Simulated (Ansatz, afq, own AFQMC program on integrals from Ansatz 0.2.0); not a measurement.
# Where AFQMC and coupled cluster stand for SiH, quartet

```xyz
2

Si    0.0000    0.0000    0.0000
H     0.0000    0.0000    1.8030
```

Basis cc-pVTZ. Noble-gas cores (and the filled d shells of Ga–Kr and In–Xe) are frozen. AFQMC by an in-house program on the Cholesky factors that Ansatz 0.2.0 writes for its CCSD(T) run. The CISD trial takes its coefficients from CCSD amplitudes. Released means that phaseless walkers are propagated on without the constraint, phases kept. ± is one standard error of the sampling.

Determinant: UHF, the one that the program's search chose, which needn't be the lowest solution. The geometry is a point of a scan.

Full CI on the same integrals is exact in this basis and with this determinant's frozen core.

Cautions: lower spins were not checked.

* T1 diagnostic: 0.0355
* weight of the determinant in the CISD state: 0.917
* ⟨S²⟩ of the determinant: 3.780
* size of the correlated space: 5 electrons in 43 orbitals

| level | correlation energy (eV) |
| --- | --- |
| MP2 | -1.7169 |
| CCSD | -2.2983 |
| CCSD(T) | -2.3909 |

Estimate where phaseless AFQMC with a CISD trial lies against CCSD(T) on the same integrals.

0.74 ± 0.06 mEh below CCSD(T).

Reference: full CI, correlation energy -2.421 eV. The released energy is read at 2.40 1/Eh (meV from the phaseless value at times in 1/Eh: -1.7 ± 1.5 at 0.24, -3.3 ± 1.4 at 0.51, -5.6 ± 1.3 at 0.99, -10 ± 5 at 1.62, -7.4 ± 1.1 at 2.40).

```csv
level,E − E(reference) (mEh),share of correlation (%)
CCSD(T),1.12,98.75
CCSDT,0.13,99.86
CCSDT(Q),0.02,99.98
CCSDTQ,0.00,100.00
ph-AFQMC/CISD,0.37 ± 0.06,99.58
released AFQMC,0.10 ± 0.04,99.89
```

CCSDT and higher add their correlation energy to the determinant of the CCSD(T) run, since their own runs factorise the integrals more tightly (a shift of under 2 meV). A walk keeps the symmetry of its determinant, which the program's search chose and which needn't be the lowest solution, so a lower state of the same spin and another symmetry isn't excluded. Released energies are given only where the last usable release times agree within the noise; a slower fall can still hide under it.
